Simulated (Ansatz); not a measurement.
Input file:

```yaml
crystal:
  periodic: [false, false, false]
  atoms:
    - {symbol: C, position_ang: [0.000000, 0.000000, 1.574072]}
    - {symbol: As, position_ang: [0.000000, 0.000000, -0.222050]}
    - {symbol: H, position_ang: [0.000000, 1.203165, -1.125760]}
    - {symbol: H, position_ang: [0.000000, -1.203165, -1.125760]}
basis:
  gaussian: {orbitals: cc-pVDZ}
total_charge: 1
correlation: {method: sc_nevpt2, electrons: outside_noble_gas, active_space: {window: {electrons: 4, orbitals: 3}}}
scf: {lower_state_search: light}
output: {forces: true}
```

```sh
$ ansatz run in.yaml --threads 1 --pin off --events-out ev --progress --plain --max-ram 2393MiB
```

Roughly how long does this take on 1 thread of AMD EPYC, shared host, and how much host memory?

7.5 s wall and 0.18 GiB.

```
548 factors; integrals over basis functions are off by at most 9.2e-4 eV
mean field evaluation 1: about -61842.0289 eV, gradient 1.2e1 eV
mean field evaluation 2: about -61842.0620 eV, gradient 1.2e1 eV
mean field evaluation 4: about -61842.9369 eV, gradient 2.8e0 eV
mean field evaluation 8: about -61842.9827 eV, gradient 1.0e-3 eV
mean field -61842.98272643 eV, -2272.6876965169 hartree, gradient 1.3e-6 eV, S^2 0.000000; 0 other end points of the search recorded, 0 dependent functions left out; unrestricted orbitals would lower it
reference -61842.98272643 eV, -2272.6876965169 hartree; 20, 20 occupied and 31, 31 virtual orbitals, 548 factors
state -61844.01508024 eV, -2272.7256348197 hartree
state -61844.01508024 eV, -2272.7256348197 hartree; corrected -61848.69387206 eV, -2272.8975772477 hartree
the calculation of the forces begins
Total energy: -61848.69387206 eV, -2272.8975772477 hartree
Atom 0 at     0.000000     0.000000     1.574072 Å, force    -0.000000    -0.000000     1.509920 eV/Å
Atom 1 at     0.000000     0.000000    -0.222050 Å, force     0.000000     0.000000    -2.444408 eV/Å
Atom 2 at     0.000000     1.203165    -1.125760 Å, force     0.000000     0.179529     0.467244 eV/Å
Atom 3 at     0.000000    -1.203165    -1.125760 Å, force    -0.000000    -0.179529     0.467244 eV/Å
Dipole moment:    -0.000000     0.000000    -0.386421 e Å
```

Forces (eV/Å):
```
C    0.000  0.000  1.510
As   0.000  0.000 -2.444
H    0.000  0.180  0.467
H    0.000 -0.180  0.467
```
